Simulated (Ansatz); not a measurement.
B(NH3)H3 (BNH₆). The state is a singlet with charge 0. Geometry relaxed at r2SCAN-D4/def2-TZVP.

Cartesian coordinates in Å:
```
B -0.5227 -0.3027 0.5899
N 0.4989 0.2890 -0.5631
H 1.0239 1.0849 -0.2119
H -0.0153 0.5933 -1.3850
H 1.1660 -0.4187 -0.8575
H -1.0864 -1.2348 0.0613
H -1.2604 0.6191 0.8585
H 0.1959 -0.6300 1.5078
```

Problem. Estimate the harmonic wavenumbers at RKS r2SCAN-D4/def2-TZVP (Ansatz, unscaled). Is this a minimum?

Solution. 275, 651, 651, 673, 1069, 1070, 1181, 1181, 1185, 1318, 1665, 1665, 2438, 2500, 2500, 3448, 3556, 3556 cm⁻¹. Yes, no mode is imaginary beyond noise. Zero-point energy 182.9 kJ/mol. Run time 22 s (4 threads of Arm Neoverse V2 on a shared host).
